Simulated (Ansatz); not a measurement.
# H₆NPSi: basis-set convergence

The task here is to estimate one member of a computed series from the others.

Computed with Ansatz 0.2.0, Gaussian basis. Level: one geometry, several basis sets.

The runs, in order: PBE0-D4/def2-SVP; ωB97M-V/def2-SVP; PBE0-D4/def2-QZVPP; ωB97M-V/def2-QZVPP; the functionals' def2-TZVPP values are taken from earlier runs.

1 further run of the same task is left out (it didn't finish).

## The geometry

An earlier PBE0-D4 in a triple-zeta def2 set relaxation fixed the geometry.

SMILES `N[SiH2]P`, 9 atoms, charge 0, spin multiplicity 1.

Atoms are counted from 1 here; the program's logs count them from 0.

Bond lengths: N1–Si2 1.718 Å, N1–H4 1.007 Å, N1–H5 1.007 Å, Si2–P3 2.257 Å, Si2–H6 1.487 Å, Si2–H7 1.494 Å, P3–H8 1.423 Å, P3–H9 1.422 Å. Angles: Si2–N1–H4 121.1°, Si2–N1–H5 119.9°, H4–N1–H5 111.3°, N1–Si2–P3 108.0°, N1–Si2–H6 106.8°, N1–Si2–H7 114.9°, P3–Si2–H6 109.1°, P3–Si2–H7 110.1°, H6–Si2–H7 107.7°, Si2–P3–H8 92.6°, Si2–P3–H9 93.3°, H8–P3–H9 92.6°.

As a file:

```xyz
9
H6NPSi
N    -0.9413    0.5343   -1.1333
Si    0.3472    0.4955    0.0022
P    -0.1905   -0.9854    1.6187
H    -1.1813   -0.2785   -1.6764
H    -1.1416    1.3825   -1.6368
H     0.4371    1.8549    0.5971
H     1.6842    0.1631   -0.5746
H    -0.0816   -2.0921    0.7300
H     1.1564   -1.1206    2.0560
```

Set-up of the first run:

in.yaml reads:

```yaml
crystal:
  periodic: [false, false, false]
  atoms:
    - {symbol: N, position_ang: [-0.941318, 0.534303, -1.133284]}
    - {symbol: Si, position_ang: [0.347154, 0.495494, 0.002234]}
    - {symbol: P, position_ang: [-0.190470, -0.985447, 1.618683]}
    - {symbol: H, position_ang: [-1.181341, -0.278496, -1.676369]}
    - {symbol: H, position_ang: [-1.141555, 1.382504, -1.636809]}
    - {symbol: H, position_ang: [0.437058, 1.854878, 0.597073]}
    - {symbol: H, position_ang: [1.684160, 0.163081, -0.574552]}
    - {symbol: H, position_ang: [-0.081558, -2.092065, 0.730001]}
    - {symbol: H, position_ang: [1.156371, -1.120553, 2.056024]}
basis:
  gaussian: {orbitals: def2-SVP}
hamiltonian: {xc: pbe0, dispersion: d4}
output: {orbitals: {seedname: orbitals}}
```

The run is started by

```sh
$ ansatz run in.yaml --threads 2 --pin off --events-out ev --progress --plain --max-ram 4352MiB
```

Among the steps run: PBE0-D4 in def2-SVP; ωB97M-V in def2-SVP; PBE0-D4 in def2-QZVPP; ωB97M-V in def2-QZVPP.

One table of the session follows, with a row left open; its other results are not shown here.

It belongs to the step «Functionals by basis». 

| functional | basis | HOMO (eV) | LUMO (eV) |
| --- | --- | --- | --- |
| PBE0-D4 | def2-SVP | -6.97 | 0.67 |
| PBE0-D4 | def2-TZVPP | ? | ? |
| PBE0-D4 | def2-QZVPP | -7.14 | -0.03 |
| ωB97M-V | def2-SVP | -9.09 | 2.55 |
| ωB97M-V | def2-TZVPP | -9.24 | 1.78 |
| ωB97M-V | def2-QZVPP | -9.28 | 1.39 |

Q: Estimate the row for PBE0-D4, def2-TZVPP from the others.

The run gave: HOMO (eV): -7.11; LUMO (eV): 0.15. In the column «HOMO (eV)» it lies between PBE0-D4, def2-QZVPP (-7.14) and PBE0-D4, def2-SVP (-6.97).
